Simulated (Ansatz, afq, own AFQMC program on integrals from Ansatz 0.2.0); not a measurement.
# Si⁺, quartet in aug-cc-pVTZ, levels against full CI

A free Si cation.

Basis aug-cc-pVTZ. Only valence electrons are correlated. Ansatz 0.2.0 and our own AFQMC program on the same integrals; the CISD trial comes from CCSD amplitudes, and released means the phaseless constraint is let go. ± is one standard error of the sampling.

Determinant: UHF, the one that the program's search chose, which needn't be the lowest solution.

Full CI on the same integrals is exact in this basis and with this determinant's frozen core.

Cautions: another spin lies lower (by 5.11 eV); the released energies have errors that jump between times, so the bars are unsure, so no released level is given (meV from the phaseless value at times in 1/Eh: 0.5 ± 0.3 at 0.24, -0.45 ± 0.20 at 0.51, 0.26 ± 0.15 at 0.99, -5 ± 5 at 1.62, 0.2 ± 0.5 at 2.40), though the last usable value meets full CI within the noise.

* T1 diagnostic: 0.0028
* weight of the determinant in the CISD state: 0.986
* ⟨S²⟩ of the determinant: 3.750
* size of the correlated space: 3 electrons in 45 orbitals

```csv
level,correlation energy (eV)
MP2,-0.2711
CCSD,-0.4105
CCSD(T),-0.4133
```

Question: Estimate where full CI lies against CCSD(T) on the same integrals.

Answer: 0.1 kJ/mol below CCSD(T).

Reference: full CI, correlation energy -0.415 eV.

```
        level  E − E(reference) (kJ/mol)  share of correlation (%)
      CCSD(T)                        0.1                     99.68
ph-AFQMC/CISD                 0.0 ± 0.06                    100.06
```

A walk keeps the symmetry of its determinant, which the program's search chose and which needn't be the lowest solution, so a lower state of the same spin and another symmetry isn't excluded.
